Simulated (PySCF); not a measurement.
**SH−: bond curves at several levels of theory**

The task here is to estimate one member of a computed series from the others.

Computed with PySCF 2.14.0. Level: H aug-pcseg-1, S aug-pcseg-1, no relativity.

1 further run of the same task is left out (set aside as unsound or not needed).

The first run:

Settings of the job:

```
atoms                         : H, S
charge                        : -1
basis                         : H aug-pcseg-1, S aug-pcseg-1
Hamiltonian                   : no relativity
basis functions               : 36
electrons treated             : 18
masses in u                   : 1.0078, 31.9721
levels                        : PBE0, PBE, r²SCAN, BLYP, B3LYP, PW91, HF, MP2, SCS-MP2, CCSD, CCSD(T)
grid                          : 80 radial by 434 angular points
occupations                   : held fixed by the projection of orbital angular momentum
dissociation limit            : H + S−, each in its ground configuration
starting distance in angstrom : 1.405
values of 2S to try           : 0, 2
```

On the command line:

```sh
> OMP_NUM_THREADS=1 python dia.py task.json out
```

Among the steps run: The job; First curve: PBE0; PBE; r²SCAN (meta-GGA); BLYP (GGA); B3LYP (global hybrid GGA); PW91; RHF (mean field); Correlated methods on the Hartree–Fock reference.

One of the session's tables, all rows but one given; the rest of the session is left out.

It belongs to the step «The curves together». Energy (eV) from each level's lowest point:

```
R (Å)    RHF  RHF-MP2  RHF-SCS-MP2  RHF-CCSD  RHF-CCSD(T)
1.167  0.588    0.630        0.638       n/a          n/a
1.221  0.251    0.282        0.289     0.295        0.302
1.276  0.067    0.086        0.090     0.095        0.099
1.316  0.007    0.016        0.019     0.021        0.024
1.357  0.000    0.000        0.000     0.000        0.000
1.398  0.036    0.026        0.024     0.021        0.018
1.452  0.137    0.114        0.108     0.099        0.093
1.520      ?        ?            ?         ?            ?
1.601  0.611    0.551        0.531     0.500        0.484
1.710  1.045    0.960        0.928       n/a          n/a
```

Estimate the missing values for R (Å) = 1.520.

Worked estimate for «RHF». A straight line through the neighbours (1.452, 0.137) and (1.601, 0.611) gives 0.137 + (0.611 − 0.137) × (1.520 − 1.452) / (1.601 − 1.452) = 0.353; a parabola fitted to 4 rows on both sides gives 0.334.

**Answer.** RHF: 0.325; RHF-MP2: 0.285; RHF-SCS-MP2: 0.273; RHF-CCSD: 0.256; RHF-CCSD(T): 0.245. In «RHF» the line misses by +0.028 and the parabola by +0.009.
